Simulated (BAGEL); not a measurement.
# A workflow on Si2H6O ((H3Si)2O)

We compute a series of 17 runs (B3LYP/cc-pVDZ, B3LYP/cc-pV(D+d)Z, B3LYP/cc-pVTZ, B3LYP/cc-pV(T+d)Z, HF/def2-SVP, B3LYP/6-31G*) of Si2H6O ((H3Si)2O). The setting varied is the SCF convergence threshold. 

Program for the calculation: BAGEL 1.2.2.

5 further runs of the same task are left out: 5 set aside as unsound or not needed.

**1. The system as given**

The species is Si2H6O (9 atoms), meant as a singlet with charge 0. One bond was lengthened or shortened from a relaxed shape.

Bond lengths: Si1–O5 1.617 Å, O5–Si6 1.617 Å, Si1–H2 1.462 Å, Si1–H3 1.460 Å, Si1–H4 1.462 Å, Si6–H7 1.461 Å, Si6–H8 1.462 Å, Si6–H9 1.607 Å. Some angles: Si1–O5–Si6 169.6°, H2–Si1–O5 107.1°, H3–Si1–O5 105.7°, H4–Si1–O5 107.5°, O5–Si6–H7 105.6°, O5–Si6–H8 107.2°, O5–Si6–H9 107.4°, H2–Si1–H3 112.3°, H2–Si1–H4 111.7°, H3–Si1–H4 112.2°.

**2. The energy at B3LYP/cc-pVDZ (density fitting with tzvpp-jkfit, property bond stretch) (run 1)**

Contents of job.json:

```json
{ "bagel": [

{
  "title": "molecule",
  "basis": "cc-pvdz.json",
  "df_basis": "tzvpp-jkfit",
  "angstrom": true,
  "geometry": [
    { "atom": "Si", "xyz": [      -0.984300,      -1.202924,       0.561552 ] },
    { "atom": "H", "xyz": [      -0.993810,      -0.900354,       1.992032 ] },
    { "atom": "H", "xyz": [      -0.511540,      -2.556524,       0.284992 ] },
    { "atom": "H", "xyz": [      -2.282140,      -0.934124,      -0.055948 ] },
    { "atom": "O", "xyz": [       0.094480,      -0.213844,      -0.125478 ] },
    { "atom": "Si", "xyz": [       0.973750,       0.983366,      -0.764998 ] },
    { "atom": "H", "xyz": [       2.272900,       0.392586,      -1.076098 ] },
    { "atom": "H", "xyz": [       0.270860,       1.442836,      -1.961748 ] },
    { "atom": "H", "xyz": [       1.081470,       2.144640,       0.341300 ] }
  ]
},

{
  "title": "ks",
  "xc_func": "b3lyp"
},

{
  "title": "print",
  "file": "orbitals.molden",
  "orbitals": true
}

]}
```

The basis set cc-pVDZ is read from a file made from the Basis Set Exchange's data (not shown).

On the command line:

```console
BAGEL_NUM_THREADS=1 BAGEL job.json > job.out
```

Standard output:

```text
* using 1 threads per process

  ===============================================================
  ===============================================================

  *** Geometry ***

  { "atom" : "Si", "xyz" : [     -1.860057,     -2.273197,      1.061179 ] },
  { "atom" : "H", "xyz" : [     -1.878029,     -1.701422,      3.764395 ] },
  { "atom" : "H", "xyz" : [     -0.966671,     -4.831130,      0.538557 ] },
  { "atom" : "H", "xyz" : [     -4.312620,     -1.765239,     -0.105726 ] },
  { "atom" : "O", "xyz" : [      0.178541,     -0.404107,     -0.237119 ] },
  { "atom" : "Si", "xyz" : [      1.840121,      1.858292,     -1.445637 ] },
  { "atom" : "H", "xyz" : [      4.295159,      0.741880,     -2.033531 ] },
  { "atom" : "H", "xyz" : [      0.511851,      2.726565,     -3.707166 ] },
  { "atom" : "H", "xyz" : [      2.043682,      4.052782,      0.644964 ] },

  Number of auxiliary basis functions:      441

  Since a DF basis is specified, we compute 2- and 3-index integrals:
    o Being stored without compression. Storage requirement is 0.023 GB

  Number of basis functions:       80
  Number of electrons      :       42

    * METHOD: MOLECULE                             0.36

  *** Kohn-Sham DFT ***

    * Removing 14565 points whose weight is below 1.00e-10
    * Grid points: 119589

  === Nuclear Repulsion ===
   159.3675564065

       - DIIS with orbital gradients will be used.

  === KS iteration (b3lyp / cc-pvdz.json) ===
      0       -623.58834972          0.19837449           0.98
      1       -634.85162406          0.08674356           0.83
      2       -616.30143105          0.20388476           0.85
      3       -638.10063856          0.15913383           0.92
      4       -641.63578119          0.15365791           0.95
      5       -640.74590533          0.15653460           1.02
[... 15 lines of this table left out ...]
     21       -657.89468166          0.00000002           0.87
     22       -657.89468166          0.00000000           0.93
    * SCF iteration converged.

    * Permanent dipole moment:
           (    0.062424,     0.029934,     0.044311) a.u.

    * METHOD: KS                                  22.62

    * METHOD: PRINT                                0.03

  ===============================================================
```

Run time: 24 s. Hardware: 1 thread of AMD EPYC (Zen 3), shared host; peak memory 0.45 GiB.

**3. The energy at B3LYP/cc-pV(D+d)Z (density fitting with tzvpp-jkfit, property bond stretch) (run 2)**

Contents of dft.json:

```json
{ "bagel" : [

{
  "title" : "molecule",
  "basis" : "cc-pv_d+d_z.json",
  "df_basis" : "tzvpp-jkfit",
  "angstrom" : true,
  "geometry" : [
    { "atom" : "Si", "xyz" : [      -0.974510,      -1.097380,       0.662100 ] },
    { "atom" : "H", "xyz" : [      -0.984020,      -0.794810,       2.092580 ] },
    { "atom" : "H", "xyz" : [      -0.501750,      -2.450980,       0.385540 ] },
    { "atom" : "H", "xyz" : [      -2.272350,      -0.828580,       0.044600 ] },
    { "atom" : "O", "xyz" : [       0.104270,      -0.108300,      -0.024930 ] },
    { "atom" : "Si", "xyz" : [       0.983540,       1.088910,      -0.664450 ] },
    { "atom" : "H", "xyz" : [       2.282690,       0.498130,      -0.975550 ] },
    { "atom" : "H", "xyz" : [       0.280650,       1.548380,      -1.861200 ] },
    { "atom" : "H", "xyz" : [       1.081470,       2.144640,       0.341300 ] }
  ]
},

{
  "title" : "ks",
  "xc_func" : "b3lyp"
},

{
  "title" : "print",
  "file" : "orbitals.molden",
  "orbitals" : true
}

]}
```

The basis set cc-pV(D+d)Z is read from a file made from the Basis Set Exchange's data (not shown).

On the command line:

```console
BAGEL_NUM_THREADS=1 BAGEL dft.json > dft.out
```

Standard output:

```text
* using 1 threads per process

  ===============================================================
  ===============================================================

  *** Geometry ***

  { "atom" : "Si", "xyz" : [     -1.841557,     -2.073748,      1.251188 ] },
  { "atom" : "H", "xyz" : [     -1.859528,     -1.501973,      3.954403 ] },
  { "atom" : "H", "xyz" : [     -0.948170,     -4.631681,      0.728565 ] },
  { "atom" : "H", "xyz" : [     -4.294119,     -1.565789,      0.084282 ] },
  { "atom" : "O", "xyz" : [      0.197042,     -0.204657,     -0.047111 ] },
  { "atom" : "Si", "xyz" : [      1.858621,      2.057742,     -1.255629 ] },
  { "atom" : "H", "xyz" : [      4.313659,      0.941329,     -1.843522 ] },
  { "atom" : "H", "xyz" : [      0.530352,      2.926014,     -3.517158 ] },
  { "atom" : "H", "xyz" : [      2.043682,      4.052782,      0.644964 ] },

  Number of auxiliary basis functions:      441

  Since a DF basis is specified, we compute 2- and 3-index integrals:
    o Being stored without compression. Storage requirement is 0.029 GB

  Number of basis functions:       90
  Number of electrons      :       42

    * METHOD: MOLECULE                             0.47

  *** Kohn-Sham DFT ***

    * Removing 14690 points whose weight is below 1.00e-10
    * Grid points: 119464

  === Nuclear Repulsion ===
   159.9739380444

       - DIIS with orbital gradients will be used.

  === KS iteration (b3lyp / cc-pv_d+d_z.json) ===
      0       -602.37995799          0.14103516           1.18
      1       -595.27709504          0.21363583           1.39
      2       -626.86171788          0.17338195           1.26
      3       -648.41780850          0.09271895           1.05
      4       -656.00210950          0.04621173           1.17
      5       -657.88943600          0.00710308           1.09
      6       -657.86391919          0.00825301           1.04
      7       -657.92099221          0.00119583           1.05
      8       -657.92203223          0.00032363           0.95
      9       -657.92212087          0.00001007           0.98
     10       -657.92212095          0.00000129           1.09
     11       -657.92212095          0.00000051           1.02
     12       -657.92212095          0.00000005           0.83
     13       -657.92212095          0.00000001           0.86
     14       -657.92212095          0.00000000           0.85
    * SCF iteration converged.

    * Permanent dipole moment:
           (    0.043431,    -0.048752,    -0.009537) a.u.

    * METHOD: KS                                  17.55

    * METHOD: PRINT                                0.02

  ===============================================================
```

Run time: 19 s. Hardware: 1 thread of AMD EPYC (Zen 3), shared host; peak memory 0.49 GiB.

Run 3 isn't shown in full; the table further down has it.

**4. A single-point energy at B3LYP/cc-pVTZ (density fitting with tzvpp-jkfit, property bond stretch) (run 4)**

Contents of dft.json:

```json
{ "bagel" : [

{
  "title" : "molecule",
  "basis" : "cc-pvtz.json",
  "df_basis" : "tzvpp-jkfit",
  "angstrom" : "true",
  "geometry" : [
    { "atom" : "Si", "xyz" : [   -0.974510,   -1.097380,    0.662100 ] },
    { "atom" : "H", "xyz" : [   -0.984020,   -0.794810,    2.092580 ] },
    { "atom" : "H", "xyz" : [   -0.501750,   -2.450980,    0.385540 ] },
    { "atom" : "H", "xyz" : [   -2.272350,   -0.828580,    0.044600 ] },
    { "atom" : "O", "xyz" : [    0.104270,   -0.108300,   -0.024930 ] },
    { "atom" : "Si", "xyz" : [    0.983540,    1.088910,   -0.664450 ] },
    { "atom" : "H", "xyz" : [    2.282690,    0.498130,   -0.975550 ] },
    { "atom" : "H", "xyz" : [    0.280650,    1.548380,   -1.861200 ] },
    { "atom" : "H", "xyz" : [    1.081470,    2.144640,    0.341300 ] }
  ]
},
{ "title" : "ks", "xc_func" : "b3lyp" },
{ "title" : "print", "file" : "orbitals.molden", "orbitals" : "true" }

]}
```

The basis set cc-pVTZ is read from a file made from the Basis Set Exchange's data (not shown).

On the command line:

```console
BAGEL_NUM_THREADS=1 BAGEL dft.json > dft.out
```

Standard output:

```text
* using 1 threads per process

  ===============================================================
  ===============================================================

  *** Geometry ***

  { "atom" : "Si", "xyz" : [     -1.841557,     -2.073748,      1.251188 ] },
  { "atom" : "H", "xyz" : [     -1.859528,     -1.501973,      3.954403 ] },
  { "atom" : "H", "xyz" : [     -0.948170,     -4.631681,      0.728565 ] },
  { "atom" : "H", "xyz" : [     -4.294119,     -1.565789,      0.084282 ] },
  { "atom" : "O", "xyz" : [      0.197042,     -0.204657,     -0.047111 ] },
  { "atom" : "Si", "xyz" : [      1.858621,      2.057742,     -1.255629 ] },
  { "atom" : "H", "xyz" : [      4.313659,      0.941329,     -1.843522 ] },
  { "atom" : "H", "xyz" : [      0.530352,      2.926014,     -3.517158 ] },
  { "atom" : "H", "xyz" : [      2.043682,      4.052782,      0.644964 ] },

  Number of auxiliary basis functions:      441

  Since a DF basis is specified, we compute 2- and 3-index integrals:
    o Being stored without compression. Storage requirement is 0.117 GB

  Number of basis functions:      182
  Number of electrons      :       42

    * METHOD: MOLECULE                             0.86

  *** Kohn-Sham DFT ***

    * Removing 14690 points whose weight is below 1.00e-10
    * Grid points: 119464

  === Nuclear Repulsion ===
   159.9739380444

       - DIIS with orbital gradients will be used.

  === KS iteration (b3lyp / cc-pvtz.json) ===
      0       -605.36118789          0.08167016           1.65
      1       -582.24914120          0.22025880           1.75
      2       -618.66872931          0.12635290           1.76
      3       -638.92393016          0.07239440           1.66
      4       -650.31963767          0.08123732           1.68
      5       -654.46187668          0.05456437           1.64
      6       -657.16687127          0.02692919           1.59
      7       -657.94935510          0.00522370           1.77
      8       -657.94739812          0.00574052           1.53
      9       -657.98220099          0.00031035           1.73
     10       -657.98229102          0.00009130           1.58
     11       -657.98230045          0.00001334           1.62
     12       -657.98230066          0.00000175           1.74
     13       -657.98230066          0.00000046           1.78
     14       -657.98230066          0.00000011           1.95
     15       -657.98230066          0.00000003           1.95
     16       -657.98230066          0.00000001           1.79
     17       -657.98230066          0.00000000           1.66
    * SCF iteration converged.

    * Permanent dipole moment:
           (    0.036135,    -0.041067,    -0.007862) a.u.

    * METHOD: KS                                  33.38

    * METHOD: PRINT                                0.09

  ===============================================================
```

Wall time 35 s (1 thread of AMD EPYC (Zen 3), shared host); peak memory 0.97 GiB.

Runs 5 to 16 aren't shown in full; the table further down has their settings and results.

**5. Energy and forces at B3LYP/6-31G(d) (density fitting with qzvpp-jkfit, spherical functions, property dipole) (run 17)**

Contents of calc.json:

```json
{ "bagel" : [

{
  "title" : "molecule",
  "basis" : "6-31gs.json",
  "df_basis" : "qzvpp-jkfit",
  "angstrom" : "true",
  "geometry" : [
    { "atom" : "Si", "xyz" : [      -0.974510,      -1.097380,       0.662100 ] },
    { "atom" : "H", "xyz" : [      -0.984020,      -0.794810,       2.092580 ] },
    { "atom" : "H", "xyz" : [      -0.501750,      -2.450980,       0.385540 ] },
    { "atom" : "H", "xyz" : [      -2.272350,      -0.828580,       0.044600 ] },
    { "atom" : "O", "xyz" : [       0.104270,      -0.108300,      -0.024930 ] },
    { "atom" : "Si", "xyz" : [       0.983540,       1.088910,      -0.664450 ] },
    { "atom" : "H", "xyz" : [       2.282690,       0.498130,      -0.975550 ] },
    { "atom" : "H", "xyz" : [       0.280650,       1.548380,      -1.861200 ] },
    { "atom" : "H", "xyz" : [       1.081470,       2.144640,       0.341300 ] }
  ]
},

{
  "title" : "force",
  "method" : [
    { "title" : "ks", "xc_func" : "b3lyp", "thresh" : 1.0e-10 }
  ]
}

]}
```

The basis set 6-31G* is read from a file made from the Basis Set Exchange's data (not shown).

On the command line:

```console
BAGEL_NUM_THREADS=1 BAGEL calc.json > calc.out
```

Standard output:

```text
* using 1 threads per process

  ===============================================================
  ===============================================================

  *** Geometry ***

  { "atom" : "Si", "xyz" : [     -1.841557,     -2.073748,      1.251188 ] },
  { "atom" : "H", "xyz" : [     -1.859528,     -1.501973,      3.954403 ] },
  { "atom" : "H", "xyz" : [     -0.948170,     -4.631681,      0.728565 ] },
[... 5 lines of this table left out ...]
  { "atom" : "H", "xyz" : [      2.043682,      4.052782,      0.644964 ] },

  Number of auxiliary basis functions:      441

  Since a DF basis is specified, we compute 2- and 3-index integrals:
    o Being stored without compression. Storage requirement is 0.014 GB

[... 9 lines left out ...]
    * Removing 14690 points whose weight is below 1.00e-10
[... 13 lines left out ...]
    * SCF iteration converged.
[... 1 line left out ...]
    * Permanent dipole moment:
[... 42 lines left out ...]
    * METHOD: FORCE                               27.26

  ===============================================================
```

Wall time 28 s (1 thread of AMD EPYC (Zen 3), shared host); peak memory 0.92 GiB.

**6. Overview of the runs**

```tsv
run	level	SCF convergence threshold	property	partner	energy (Eh)	dipole moment (D)	HOMO energy (eV)	LUMO energy (eV)	wall time
1	B3LYP/cc-pVDZ (density fitting with tzvpp-jkfit, property bond stretch)	–	bond stretch	bond moved	-657.894682	0.21	-8.08	0.09	24 s
2	B3LYP/cc-pV(D+d)Z (density fitting with tzvpp-jkfit, property bond stretch)	–	bond stretch	base	-657.922121	0.17	-8.21	0.05	19 s
3	B3LYP/cc-pV(D+d)Z (density fitting with tzvpp-jkfit, property bond stretch)	–	bond stretch	bond moved	-657.918744	0.21	-8.15	0.02	16 s
4	B3LYP/cc-pVTZ (density fitting with tzvpp-jkfit, property bond stretch)	–	bond stretch	base	-657.982301	0.14	-8.34	-0.21	35 s
5	B3LYP/cc-pVTZ (density fitting with tzvpp-jkfit, property bond stretch)	–	bond stretch	bond moved	-657.978396	0.20	-8.27	-0.24	32 s
6	B3LYP/cc-pV(T+d)Z (density fitting with tzvpp-jkfit, property bond stretch)	–	bond stretch	base	-657.993643	0.14	-8.38	-0.24	34 s
7	B3LYP/cc-pV(T+d)Z (density fitting with tzvpp-jkfit, property bond stretch)	–	bond stretch	bond moved	-657.989458	0.20	-8.30	-0.27	35 s
8	HF/def2-SVP (density fitting with tzvpp-jkfit, property dipole)	0.0001	dipole	base	-656.049290	0.22	-12.08	3.80	1.6 s
9	HF/def2-SVP (density fitting with tzvpp-jkfit, property dipole)	1e-05	dipole	base	-656.049291	0.22	-12.08	3.80	1.9 s
10	HF/def2-SVP (density fitting with tzvpp-jkfit, property dipole)	1e-06	dipole	base	-656.049291	0.22	-12.08	3.80	2.2 s
11	HF/def2-SVP (density fitting with tzvpp-jkfit, property dipole)	1e-08	dipole	base	-656.049291	0.22	-12.08	3.80	2.5 s
12	HF/def2-SVP (density fitting with tzvpp-jkfit, property dipole)	1e-10	dipole	base	-656.049291	0.22	-12.08	3.80	2.8 s
13	B3LYP/6-31G* (density fitting with qzvpp-jkfit, spherical functions, property dipole)	0.0001	dipole	base	-657.871010	0.20	–	–	25 s
14	B3LYP/6-31G* (density fitting with qzvpp-jkfit, spherical functions, property dipole)	1e-05	dipole	base	-657.871012	0.19	–	–	23 s
15	B3LYP/6-31G* (density fitting with qzvpp-jkfit, spherical functions, property dipole)	1e-06	dipole	base	-657.871012	0.19	–	–	26 s
16	B3LYP/6-31G* (density fitting with qzvpp-jkfit, spherical functions, property dipole)	1e-08	dipole	base	-657.871012	0.19	–	–	29 s
17	B3LYP/6-31G* (density fitting with qzvpp-jkfit, spherical functions, property dipole)	1e-10	dipole	base	-657.871012	0.19	–	–	28 s
```

Convergence of the HOMO energy of singlet Si2H6O with the SCF convergence threshold, against the last point:

```tsv
SCF convergence threshold	from the last (eV)	wall time
0.0001 Eh	-0.0013	1.6 s
1e-05 Eh	+0.0001	1.9 s
1e-06 Eh	-0.0001	2.2 s
1e-08 Eh	+0.0000	2.5 s
1e-10 Eh	+0.0000	2.8 s
```

Convergence of the LUMO energy of singlet Si2H6O with the SCF convergence threshold, against the last point:

```tsv
SCF convergence threshold	from the last (eV)	wall time
0.0001 Eh	-0.0020	1.6 s
1e-05 Eh	+0.0002	1.9 s
1e-06 Eh	+0.0000	2.2 s
1e-08 Eh	+0.0000	2.5 s
1e-10 Eh	+0.0000	2.8 s
```

**7. Summary of results**

| quantity | value |
| --- | --- |
| run 17, B3LYP/6-31G*: total energy | -657.87101 Eh |
| run 17, B3LYP/6-31G*: dipole moment | 0.19 D |
| run 17, B3LYP/6-31G*: largest force on an atom | 0.647 eV/Å |
| energy change with the Si6–H9 bond stretched from 1.461 to 1.607 Å, B3LYP/cc-pV(D+d)Z | 0.092 eV |
| energy change with the Si6–H9 bond stretched from 1.461 to 1.607 Å, B3LYP/cc-pVTZ | 0.106 eV |
| energy change with the Si6–H9 bond stretched from 1.461 to 1.607 Å, B3LYP/cc-pV(T+d)Z | 0.114 eV |

For the HOMO energy of singlet Si2H6O to stay within 0.001 eV of the last point, 1e-05 Eh is the first point of the series from which all later ones do (1.9 s against 2.8 s). For the LUMO energy of singlet Si2H6O to stay within 0.001 eV of the last point, 1e-05 Eh is the first point of the series from which all later ones do (1.9 s against 2.8 s). Over runs 2, 4, 6, 8, 9, 10, 11, 12, 13, 14, 15, 16, 17 the dipole moment (its size) runs from 0.14 D (B3LYP/cc-pV(T+d)Z) to 0.22 D (HF/def2-SVP). The two ends differ in method and basis. Over runs 2, 4, 6, 8, 9, 10, 11, 12 the HOMO–LUMO gap runs from 8.13 eV (B3LYP/cc-pVTZ) to 15.88 eV (HF/def2-SVP). All runs together took 5.6 min, the longest 35 s.
